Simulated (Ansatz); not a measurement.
C3H10N2 (`CNCCN`) at its PBE0-D4/def2-TZVP geometry, where that method's forces vanish. The species carries charge 0 and has multiplicity 1.

```xyz
15

C     1.7994   -0.8725   -0.7719
N     0.9213   -0.0863    0.0650
C    -0.3618    0.1949   -0.5443
C    -1.2748    0.9073    0.4419
N    -1.5759    0.1656    1.6520
H     2.7652   -1.0016   -0.2793
H     1.3682   -1.8666   -0.9194
H     1.9762   -0.4375   -1.7697
H     1.3729    0.7876    0.3088
H    -0.2747    0.7897   -1.4724
H    -0.8142   -0.7632   -0.8287
H    -2.2123    1.1703   -0.0565
H    -0.8088    1.8591    0.7286
H    -0.7104   -0.2215    2.0131
H    -2.1702   -0.6254    1.4327
```

**Question.** What forces (eV/Å) does B3LYP-D4/def2-TZVPP give on these atoms in the Gaussian-basis code of Ansatz? (Estimate.)

**Answer.** Ansatz gave: 
```
C1   0.216 -0.206 -0.123
N2   0.096  0.118  0.141
C3  -0.171 -0.053 -0.225
C4  -0.102  0.309 -0.135
N5  -0.021 -0.149  0.185
H6  -0.040  0.005 -0.034
H7   0.029  0.045 -0.001
H8  -0.002 -0.019  0.034
H9   0.008 -0.007  0.031
H10 -0.002 -0.028  0.036
H11  0.019  0.057  0.005
H12  0.043 -0.010  0.029
H13 -0.022 -0.042 -0.018
H14 -0.036 -0.010  0.042
H15 -0.015 -0.012  0.034
```

B3LYP here is the variant with VWN-RPA as its local correlation; programs differ in this.
